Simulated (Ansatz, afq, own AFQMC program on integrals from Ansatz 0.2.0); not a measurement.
AFQMC on a folder of integrals that Ansatz 0.2.0 wrote.

```yaml
crystal:
  periodic: [false, false, false]
  atoms:
    - {symbol: As, position_ang: [0.000000, 0.000000, 0.000000]}
basis:
  gaussian: {orbitals: def2-TZVPP}
magnetization: {spin_polarized: true, initial_magnetization: 3}
correlation: {method: ccsd_t, electrons: outside_noble_gas, hamiltonian_folder: ham}
```

```sh
$ ansatz run in.yaml --threads 1 --pin off --events-out ev --progress --plain --max-ram 24576MiB --backend cuda --devices 0, --max-vram 18GiB
```

Options of the walk:

```
--method phaseless --trial cisd --walkers 4000 --populations 20 --least-time 60 --time-step 0.005 --steps-per-block 50 --equilibration-blocks 28 --max-blocks 4000 --target-error 8e-05 --factor-cut 1e-05 --start spin_pure --seed 2844 --release-times 0.24,0.5,1,1.5 --release-step 0.02 --release-every 3 --taylor-order 6
```

Times are imaginary, in 1/Eh. The walk had a cap of 122 s. With eight or more populations the least sampling time is a fifth of least-time, and the error comes from their spread. Filled inner d shells are frozen with the cores.

afq prints:

```
orbitals 34  electrons 4 1  factors 252 of 318
reference energy -2234.19416754 Eh
CCSD correlation -0.08590017 Eh in 8 cycles, weight of the determinant in the CISD state 0.9466
energy of the start -2234.280071 Eh
 block  time / (1/Eh)  mean weight  energy / Eh
     1     0.250  1.0000  -2234.280241
     2     0.500  1.0000  -2234.280799
     3     0.750  0.9999  -2234.281375
     4     1.000  1.0000  -2234.281781
     5     1.250  0.9999  -2234.282221
     8     2.000  1.0000  -2234.282909
    11     2.750  1.0001  -2234.283204
    14     3.500  1.0003  -2234.283571
    17     4.250  0.9998  -2234.283426
    20     5.000  0.9999  -2234.283697
    23     5.750  0.9999  -2234.283346
    26     6.500  1.0000  -2234.283545
    29     7.250  1.0001  -2234.283479
    32     8.000  0.9998  -2234.283560
    35     8.750  1.0001  -2234.283625
    37     9.250  1.0000  -2234.283742
    38     9.500  0.9999  -2234.283545
    41    10.250  0.9998  -2234.283558
    44    11.000  1.0001  -2234.283269
    47    11.750  0.9998  -2234.283316
    50    12.500  1.0000  -2234.283612
    53    13.250  0.9998  -2234.283504
    56    14.000  0.9999  -2234.283482
    59    14.750  1.0000  -2234.283303
    62    15.500  0.9999  -2234.283498
    65    16.250  0.9999  -2234.283294
    66    16.500  1.0000  -2234.283210
    68    17.000  0.9999  -2234.283246
    71    17.750  1.0000  -2234.283372
    74    18.500  0.9999  -2234.283459
    77    19.250  0.9999  -2234.283489
    78    19.500  1.0001  -2234.283492
error from the spread of 20 populations
released: time / (1/Eh)  energy / Eh  error  mean overlap
  0.24  -2234.283485  0.000031  0.9997
  0.50  -2234.283505  0.000028  0.9992
  1.00  -2234.283563  0.000027  0.9988
  1.50  -2234.283531  0.000020  1.0012
energy -2234.283449 +/- 0.000035 Eh
(rows thinned)
```

The run passed its tests (sampling time, drift between the halves within three errors, error under three times the target), which doesn't prove that it has relaxed.

Against this walk (error 1.0 meV) on the same determinant: CCSD(T) 14.3 meV higher, CCSDT(Q) 3.1 meV lower, CCSDTQ 3.4 meV lower, full CI 3.5 meV lower. The error is statistical and leaves out the bias of the constraint. Released to 1.50 1/Eh the energy lies 2.2 ± 1.1 meV (both errors) below the phaseless value, which shows part or all of the bias of the constraint, and full CI lies 1.2 meV below the released value.

Cautions: constraint bias not in the error; no relativity below Rb; no spin-orbit coupling; inner d shell frozen.

The walk took 20 s on 1 × NVIDIA H100 80GB HBM3 with 2 threads of AMD EPYC 7R13 Processor (Zen 3) (shared host) (the card was shared). The log's last line is the phaseless energy.

CCSDT and higher add their correlation energy to the determinant of the CCSD(T) run, since their own runs factorise the integrals more tightly (a shift of under 2 meV). A walk keeps the symmetry of its determinant, which the program's search chose and which needn't be the lowest solution, so a lower state of the same spin and another symmetry isn't excluded.
